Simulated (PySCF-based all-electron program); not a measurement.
# Forces on hydrogen fluoride (charge +1), doublet by several functionals

All-electron Kohn–Sham DFT on the free molecule, computed near the basis limit with an in-house program on PySCF integrals; the spin-free Dirac equation, no spin–orbit coupling, spin-unrestricted, lowest state found (another of this spin can lie close). Forces are good to about 0.005 eV/Å. Atoms are numbered as listed.

```xyz
2

F     0.0000    0.0000    0.0000
H     0.0000    0.0000    1.2835
```

PBE forces:

| atom | Fx | Fy | Fz (eV/Å) |
| --- | --- | --- | --- |
| F1 | 0.000 | 0.000 | 3.179 |
| H2 | 0.000 | 0.000 | -3.179 |

Problem. What forces does r2SCAN give?

Solution. The forces move by 0.253 eV/Å (r.m.s. over the atoms) from PBE.

| atom | Fx | Fy | Fz (eV/Å) |
| --- | --- | --- | --- |
| F1 | 0.000 | 0.000 | 3.432 |
| H2 | 0.000 | 0.000 | -3.432 |
